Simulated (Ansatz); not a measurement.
We consider rutile MnO2, described by PBE in Ansatz (plane waves, PAW).

Numerical settings: plane-wave cutoff 500 eV, 10×10×14 k mesh (along the axes of the cell as run), Fermi–Dirac smearing 0.05 eV, ferromagnetic start, spin-polarised with parallel moments, scalar-relativistic PAW data made under PBE.

Cell (relaxed at this level):

MnO2 has the tetragonal space group P4₂/mnm (No. 136), the rutile structure, Pearson symbol tP6. Conventional cell: a = b = 4.4502 Å, c = 2.8770 Å, α = β = γ = 90.00°. Mn on 2a has 6 O at 1.889–1.922 Å (octahedral). O on 4f sees 3 Mn at 1.889–1.922 Å (trigonal planar). (Neighbours: up to the widest gap in distance over summed covalent radii, below 1.35, at either atom; cation-cation and far metal-metal contacts left out.)

Predict the magnetic moment (largest site, within a sphere).


- magnetic moment (largest site, within a sphere) = 2.39 μB

The run finds no gap.

Note: the collinear magnetic order is the start's and need not be the measured one.

Moments are spin moments.

Cost on a shared machine: very roughly 7 core-minutes.

Ansatz is a program for electronic structure.
